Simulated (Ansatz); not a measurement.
# C₂H₃FN₂: a ladder of functionals and wavefunction methods

How much do the methods differ for C₂H₃FN₂? The plan is to run it at one geometry with functionals of several rungs and with coupled cluster. The yardstick is the atomisation energy at the CCSD(T) limit.

Method: functionals in def2-TZVPP, the program's frozen cores in correlated methods; program: Ansatz 0.2.0, Gaussian basis.

Plan: LDA (SPW92), PBE-D4, revPBE-D4, BLYP-D4, r2SCAN-D4, B97M-V, PBE0-D4, B3LYP-D4, r2SCANh-D4, r2SCAN0-D4, HSE06-D4, BHLYP-D4, CAM-B3LYP-D4, LC-ωPBE, ωB97X-V, ωB97M-V, B2PLYP, PBE-QIDH; CCSD(T)/def2-SVP; CCSD(T)/def2-TZVPP; MP2/def2-QZVPP; extrapolation to the limit; RPA on PBE.

## (1) The relaxed structure

All runs share one geometry, relaxed beforehand with PBE0-D4 in a triple-zeta def2 set.

SMILES `NC1(F)C=N1`, 8 atoms, charge 0, spin multiplicity 1.

Atoms are counted from 1 here; the program's logs count them from 0.

Bond lengths: N1–C2 1.406 Å, N1–H6 1.010 Å, N1–H7 1.013 Å, C2–F3 1.358 Å, C2–C4 1.415 Å, C2–N5 1.471 Å, C4–N5 1.267 Å, C4–H8 1.085 Å. Angles: C2–N1–H6 111.3°, C2–N1–H7 110.6°, H6–N1–H7 109.4°, N1–C2–F3 109.0°, N1–C2–C4 126.7°, N1–C2–N5 124.2°, F3–C2–C4 119.4°, F3–C2–N5 114.6°, C4–C2–N5 52.1°, C2–C4–N5 66.3°, C2–C4–H8 155.8°, N5–C4–H8 137.9°, C2–N5–C4 61.7°.

## (2) LDA

This LDA is Slater exchange with PW92 correlation.

in.yaml

```yaml
crystal:
  periodic: [false, false, false]
  atoms:
    - {symbol: N, position_ang: [-0.416112, -0.145913, 1.171998]}
    - {symbol: C, position_ang: [0.366450, -0.147297, 0.004456]}
    - {symbol: F, position_ang: [1.565664, -0.724437, 0.276035]}
    - {symbol: C, position_ang: [-0.104952, -0.117283, -1.329134]}
    - {symbol: N, position_ang: [0.427908, 0.969179, -0.952076]}
    - {symbol: H, position_ang: [-1.267930, 0.380928, 1.041786]}
    - {symbol: H, position_ang: [0.104307, 0.241360, 1.950083]}
    - {symbol: H, position_ang: [-0.583136, -0.513437, -2.219048]}
basis:
  gaussian: {orbitals: def2-TZVPP}
hamiltonian: {xc: lda}
output: {orbitals: {seedname: orbitals}}
```

The run is started by

```bash
> ansatz run in.yaml --threads 2 --pin off --events-out ev --progress --plain --max-ram 4352MiB
```

After this run come: PBE-D4 (GGA); revPBE-D4 (GGA); BLYP-D4 (GGA); r2SCAN-D4 (meta-GGA); B97M-V (meta-GGA); PBE0-D4 (hybrid); B3LYP-D4 (hybrid); r2SCANh-D4 (hybrid); r2SCAN0-D4 (hybrid); HSE06-D4 (hybrid); BHLYP-D4 (hybrid); CAM-B3LYP-D4 (range-separated); LC-ωPBE (range-separated); ωB97X-V (range-separated); ωB97M-V (range-separated); B2PLYP (double hybrid); PBE-QIDH (double hybrid); CCSD(T) in def2-SVP; CCSD(T) in def2-TZVPP; MP2 in def2-QZVPP; RPA on PBE orbitals.

**Question.** What will the summary of the whole plan be? Wanted: atomisation energy, CCSD(T)/CBS; farthest beyond LDA; mean size of error, GGA; mean size of error, meta-GGA; mean size of error, hybrid; mean size of error, range-separated; mean size of error, double hybrid; gap, smallest and largest; T1 diagnostic.

**Answer**, as computed:

| quantity | value |
| --- | --- |
| atomisation energy, CCSD(T)/CBS | 32.677 eV |
| functionals within 0.163 eV (0.5 %) | r2SCAN-D4, B97M-V |
| farthest beyond LDA | PBE-D4 (+1.950 eV) |
| mean size of error, GGA | 1.123 eV |
| mean size of error, meta-GGA | 0.147 eV |
| mean size of error, hybrid | 0.699 eV |
| mean size of error, range-separated | 0.397 eV |
| mean size of error, double hybrid | 0.172 eV |
| gap, smallest and largest | 3.46 eV (LDA (SPW92)), 11.41 eV (LC-ωPBE) |
| T1 diagnostic | 0.0116 |
| triples share of the correlation energy | 4.1 % |

The LDA atomisation energy is off by 6.864 eV (21 %): it overbinds. PBE-D4 misses by +1.950 eV. Double hybrids carry the basis error of their MP2 part in triple zeta, and no dispersion term here, so their miss is partly the set-up's. Taken by rung, meta-GGA functionals do best (0.147 eV on average) and GGA ones worst beyond LDA (1.123 eV). The gap between the best rungs is small, so their order is not settled. Misses under about 0.163 eV are within the doubt on the reference itself, which lacks core-valence correlation, relativity and higher excitations. Hartree-Fock recovers 63 % of the binding; the rest is correlation. CCSD(T) in def2-SVP is off by -2.048 eV, so the small basis spoils what the method gains. Orbital gaps span 3.5 to 11.4 eV; exact exchange widens them.
